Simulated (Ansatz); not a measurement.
# SiH₄, singlet: reading a ladder of total energies

Geometry: MP2(full)/6-31G*, from the G2/97 set.

```yaml
atoms:
  - { symbol: Si, position_ang: [0.0000, 0.0000, 0.0000] }
  - { symbol: H, position_ang: [0.8561, 0.8561, 0.8561] }
  - { symbol: H, position_ang: [-0.8561, -0.8561, 0.8561] }
  - { symbol: H, position_ang: [-0.8561, 0.8561, -0.8561] }
  - { symbol: H, position_ang: [0.8561, -0.8561, -0.8561] }
```

Basis cc-pV(D+d)Z; Ansatz 0.2.0. Correlated methods freeze the noble-gas cores, which leaves 8 electrons in 38 orbitals. Prefix R: restricted or restricted open-shell reference.

Full CI isn't at hand for all of this; RCCSDTQ serves as the reference, and is uncertain by about the last step of the cluster series.

Runs differ by some tens of microhartree through their thresholds, so steps under 0.03 kcal/mol mean nothing.

```json
{"level": "RHF", "total energy (hartree)": "-291.249997"}
{"level": "RMP2", "total energy (hartree)": "-291.366201"}
{"level": "RCCSD", "total energy (hartree)": "-291.397345"}
{"level": "RCCSD(T)", "total energy (hartree)": "-291.399804"}
{"level": "RCCSDT", "total energy (hartree)": "-291.400401"}
{"level": "RCCSDT(Q)", "total energy (hartree)": "-291.400461"}
{"level": "RCCSDTQ", "total energy (hartree)": "-291.400472"}
```

**Question.** What is the correlation energy at RCCSDTQ, and what share of it do RMP2 and RCCSD(T) recover?

**Answer.** E(corr) = -291.400472 − (-291.249997) = -0.150475 hartree = -4.095 eV. RMP2: -0.116204 / -0.150475 = 77.22 %. RCCSD(T): -0.149807 / -0.150475 = 99.56 %.

**Question.** By how many kcal/mol does RCCSD(T) miss RCCSDTQ (1 hartree = 627.509 kcal/mol), and which steps make up the rest?

**Answer.** -291.399804 − (-291.400472) = 0.000668 hartree = 0.42 kcal/mol. Steps: RCCSDT − RCCSD(T) = -0.37, RCCSDT(Q) − RCCSDT = -0.04, RCCSDTQ − RCCSDT(Q) = -0.01 kcal/mol. That is within 1 kcal/mol of the reference in this basis, which itself misses far more of the correlation at the basis-set limit.
